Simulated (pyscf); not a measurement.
A first-order saddle from PySCF, ωB97X-D3(BJ)/def2-SVP:

```xyz
9

B     -0.6636     0.2699    -0.1754
Cl    -1.3372     0.3878     1.8134
N      0.3710    -0.6947    -0.3414
N     -1.7037     0.4963    -1.1216
H      1.0452    -0.8830     0.3868
H      0.4227    -1.3258    -1.1297
H     -1.8253    -0.0593    -1.9576
H     -2.4626     1.1360    -0.9344
H     -0.2555     1.3679     0.4120
```
Charge 0, spin multiplicity 2.

Surface: doublet, charge 0. Lowest wavenumbers (cm⁻¹): 304i, 28, 201, 275, 294.

**Question.** Which two sides does it connect, and which bonds change?

**Answer.** H₂N–B(NH₂)–Cl (SMILES NB(N)Cl) + H• (SMILES [H]) <-> H₂N–BH–NH₂ (SMILES NBN) + Cl• (SMILES [Cl]), a substitution at B read from left to right: B–Cl broken and B–H formed. At ωB97M-D3(BJ)/def2-TZVP it lies +49.3 kJ/mol from the left side and -7.8 kJ/mol from the right (each side as separated species at their lowest minima found). On the product side the descent ends in a complex, 26.0 kJ/mol under the separated species and 15.1 kJ/mol under the saddle at ωB97X-D3(BJ)/def2-TZVP. At ωB97M-D3(BJ) the saddle lies under the separated products, which points to a path from their complex (located at ωB97X-D3(BJ) alone), and parting the products costs more than the saddle. One saddle was located; it need not be the lowest between these sides. The angle at the attacked B is 68° (front-side attack). Left out: the spin-orbit lowering of Cl.
